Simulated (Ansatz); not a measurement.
Basis-set extrapolation for `O=CCC1CO1` (PBE0-D4/def2-TZVP geometry, frozen core, Ansatz 0.2.0). Multiplicity 1, RHF reference.

```
                      def2-TZVPP   def2-QZVPP
                 HF  -304.753561  -304.767486
    MP2 correlation    -1.116215    -1.194938
CCSD(T) correlation    -1.194105      not run
```

Energies in hartree. Use E(X) = E(∞) + A·exp(−7.88·√X) for Hartree–Fock and E(X) = E(∞) + B·X^(−2.97) for correlation, with X = 3 and 4, and add CCSD(T) minus MP2 of the smaller set to the MP2 limit.

**Question.** What is the CCSD(T) energy at the basis-set limit?

**Answer.** HF limit: -304.767486 + (-0.013925) × 0.13774 = -304.76940. MP2 limit: -1.194938 + (-0.078723) × 0.74074 = -1.25325. Higher-order term: -1.194105 − (-1.116215) = -0.07789. Total: -306.10054 hartree, 401.4 kJ/mol below CCSD(T)/def2-TZVPP.
